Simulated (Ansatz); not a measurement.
Energy landscape of H2Si, singlet: symmetric bend, bond length relaxed. Scanned: H-Si-H angle. Other coordinates (Si-H bond length) were minimised at B3LYP/def2-TZVP.

Levels of theory: FCI/cc-pVDZ = full CI/cc-pVDZ, frozen core run with Ansatz (a quantum-chemistry and plane-wave program); CCSD/cc-pVDZ = CCSD on RHF/cc-pVDZ, frozen core (Ansatz); CCSD(T)/cc-pVDZ = CCSD(T) on RHF/cc-pVDZ, frozen core in Ansatz.

Energies in kcal/mol, each method relative to its own lowest point.

```csv
a / °,FCI/cc-pVDZ,CCSD/cc-pVDZ,CCSD(T)/cc-pVDZ
180,66.5,71.9,69.7
171.07,64.2,68.6,66.8
158.21,52.7,54.6,53.7
152.31,45.4,46.8,46.0
141.67,32.4,33.1,32.7
129.94,19.6,20.0,19.8
119.23,10.4,10.6,10.5
109.47,4.4,4.4,4.4
97.60,0.4,0.4,0.4
92.09,0.0,0.0,0.0
78.18,3.2,3.3,3.2
69.96,7.9,8.1,7.9
60,16.3,16.8,16.4
```
